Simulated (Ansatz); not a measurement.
**CH3BS: how energies converge with the basis set**

One table from this session's results is given with a row withheld; the runs are named, their logs left out.

Computed with Ansatz 0.2.0, Gaussian basis. Level: one geometry, several basis sets.

Levels to be run: PBE0-D4/def2-SVP; ωB97M-V/def2-SVP; PBE0-D4/def2-QZVPP; ωB97M-V/def2-QZVPP; the functionals' def2-TZVPP values are taken from earlier runs.

## The relaxed structure

An earlier PBE0-D4 in a triple-zeta def2 set relaxation fixed the geometry.

SMILES `B1CS1`, 6 atoms, charge 0, spin multiplicity 1.

Atoms are counted from 1 here; the program's logs count them from 0.

Bond lengths: B1–C2 1.531 Å, B1–S3 1.737 Å, B1–H4 1.182 Å, C2–S3 1.862 Å, C2–H5 1.086 Å, C2–H6 1.086 Å. Angles: C2–B1–S3 69.1°, C2–B1–H4 148.6°, S3–B1–H4 142.3°, B1–C2–S3 60.7°, B1–C2–H5 121.2°, B1–C2–H6 121.2°, S3–C2–H5 114.2°, S3–C2–H6 114.2°, H5–C2–H6 113.5°, B1–S3–C2 50.2°.

Coordinates:

```tsv
atom	x (Å)	y (Å)	z (Å)
B1	-0.47990	-0.72355	-0.24079
C2	0.22948	0.59517	0.07927
S3	0.99306	-1.01013	0.63456
H4	-1.39743	-1.28126	-0.73477
H5	0.80400	1.12323	-0.67668
H6	-0.10710	1.23255	0.89221
```

Set-up of the first run:

Input file in.yaml:

```yaml
crystal:
  periodic: [false, false, false]
  atoms:
    - {symbol: B, position_ang: [-0.479901, -0.723546, -0.240793]}
    - {symbol: C, position_ang: [0.229475, 0.595165, 0.079274]}
    - {symbol: S, position_ang: [0.993062, -1.010134, 0.634562]}
    - {symbol: H, position_ang: [-1.397432, -1.281263, -0.734767]}
    - {symbol: H, position_ang: [0.803997, 1.123231, -0.676683]}
    - {symbol: H, position_ang: [-0.107100, 1.232547, 0.892208]}
basis:
  gaussian: {orbitals: def2-SVP}
hamiltonian: {xc: pbe0, dispersion: d4}
output: {orbitals: {seedname: orbitals}}
```

Started as:

```
$ ansatz run in.yaml --threads 2 --pin off --events-out ev --progress --plain --max-ram 4352MiB
```

Steps of the session up to this table: PBE0-D4 in def2-SVP; ωB97M-V in def2-SVP; PBE0-D4 in def2-QZVPP; ωB97M-V in def2-QZVPP.

One of the session's tables, all rows but one given; the rest of the session is left out.

It belongs to the step «Density functionals: the series». 

| functional | basis | HOMO (eV) |
| --- | --- | --- |
| PBE0-D4 | def2-SVP | ? |
| PBE0-D4 | def2-TZVPP | -7.66 |
| PBE0-D4 | def2-QZVPP | -7.67 |
| ωB97M-V | def2-SVP | -9.75 |
| ωB97M-V | def2-TZVPP | -9.81 |
| ωB97M-V | def2-QZVPP | -9.83 |

**Question.** Estimate the row for PBE0-D4, def2-SVP.

As computed: HOMO (eV): -7.63. In the column «HOMO (eV)» it is the highest.
